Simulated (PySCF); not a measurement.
**A gas-phase reaction: H4OSi + ClH → ClH3Si + H2O**

Aim: the reaction energy of `O[SiH3]` + `Cl` → `[SiH3]Cl` + `O`.

Computed with PySCF 2.14.0; each step states its level. No surroundings beyond the atoms listed, unless a continuum is named. Atoms count from 0, parts from 1.

## Step 1: The system as given

Each species was relaxed by itself at PBE0-D3(BJ)/def2-SVPD.

## Step 2: Energies of the species: wB97M-D3(BJ)/def2-TZVPD

The job: settings as JSON, then the geometry in Å.

```
{"job": {"kind": "react", "xc": "wB97M-D3(BJ)", "basis": "def2-TZVPD"}, "charge": 0, "multiplicity": 1}
-1 H4OSi charge 0 multiplicity 1
O      1.164610    -0.514450    -0.127440
Si    -0.432670    -0.012940    -0.011520
H      1.852490     0.105690     0.122670
H     -1.246190    -1.171380    -0.465300
H     -0.784880     0.345880     1.395690
H     -0.691160     1.172640    -0.883750

-1 ClH charge 0 multiplicity 1
Cl     0.644660     0.009010    -0.002710
H     -0.643440    -0.007860     0.003520

+1 ClH3Si charge 0 multiplicity 1
Si    -0.016840     0.072470     0.016210
Cl     2.065420     0.120290    -0.010140
H     -0.470310    -0.799210    -1.099650
H     -0.510220     1.463540    -0.162800
H     -0.447100    -0.478470     1.328450

+1 H2O charge 0 multiplicity 1
O      0.000440     0.389400    -0.000890
H     -0.763100    -0.193820     0.003300
H      0.762680    -0.195540    -0.002410
```

With the program's defaults for keys left out, this is: wB97M-D3(BJ)/def2-TZVPD reaction energy of separated species, gas phase.

The run is started by

```console
OMP_NUM_THREADS=1 python cluster_run.py task.json out
```

The driver reads the jobs from task.json and runs them one after another.

**Question.** The jobs that follow are: PBE0-D3(BJ)/def2-TZVPD reaction energy of separated species, gas phase; MP2/def2-TZVPD reaction energy of separated species, gas phase. Predict: reaction energy (wB97M-D3(BJ)/def2-TZVPD); ΔH, ΔG at 298 K (xTB thermal terms). Thermal terms come from harmonic xTB runs on each species.

The runs gave:

```
                                                quantity                    value
               reaction energy (wB97M-D3(BJ)/def2-TZVPD)           -2.47 kcal/mol
                     ΔH, ΔG at 298 K (xTB thermal terms)      -0.8, -0.7 kcal/mol
range of the reaction energy over the runs of this table  -3.93 to -2.47 kcal/mol
```

The reaction is exothermic by 0.8 kcal/mol in the gas phase; dispersion gives -0.12, and xTB itself gave 5.43 for the electronic energy (xTB energies and thermal terms come from the earlier relaxation of each species, not shown). No barrier was sought. The reaction energy runs from -3.93 (PBE0-D3(BJ)/def2-TZVPD) to -2.47 kcal/mol (wB97M-D3(BJ)/def2-TZVPD).
